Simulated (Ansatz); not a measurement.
System: hcp Zr. Method: PBE (plane waves, PAW; Ansatz, a quantum-chemistry and plane-wave program).

Numerical settings: plane-wave cutoff 520 eV, 18×18×10 k mesh (along the axes of the cell as run), Fermi–Dirac smearing 0.05 eV, scalar-relativistic PAW data made under PBE.

Starting structure:

```
Zr
1.0
    3.23000     0.00000     0.00000
   -1.61500     2.79726     0.00000
    0.00000     0.00000     5.15000
Zr
2
Direct
  0.66667   0.33333   0.75000
  0.33333   0.66667   0.25000
```

Task: Into what structure does the relaxation of cell and atoms lead at this level, with the symmetry of the start kept?

Result: The volume increases by 0.5 %; final space group P6_3/mmc.
```
Zr
1.0
    3.23218     0.00000     0.00000
   -1.61609     2.79915     0.00000
    0.00000     0.00000     5.17060
Zr
2
Direct
  0.66667   0.33333   0.75000
  0.33333   0.66667   0.25000
```
